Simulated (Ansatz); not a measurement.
Molecule: CHN, net charge 1, doublet state. 
Coordinates optimised at B3LYP-D3(BJ)/def2-TZVP (Ansatz, a program for electronic structure):
```xyz
3

C      0.0000     0.0000    -0.7191
N      0.0000     0.0000     0.4117
H      0.0000     0.0000     1.4327
```
Charge +1, spin multiplicity 2.

Parts of the frozen-core correlation energy in cc-pVDZ (Ansatz, hartree). Frozen orbitals: 2; correlated occupied orbitals by spin: 5 and 4; virtual: 26 and 27. UHF or UKS for open shells. Spin-orbit coupling is left out. Non-relativistic.

| term | value |
|---|---|
| reference (HF) | -92.47405 |
| MP2 opposite-spin | -0.16129 |
| MP2 same-spin | -0.06216 |
| CCSD correlation | -0.25175 |
| (T) | -0.00954 |
| CCSDT minus CCSD(T) | -0.00143 |
| CCSDT(Q) minus CCSD(T) | -0.00260 |
| T1 diagnostic | 0.051 |
| largest doubles amplitude | 0.101 |
| <S^2> of the reference | 1.019 |
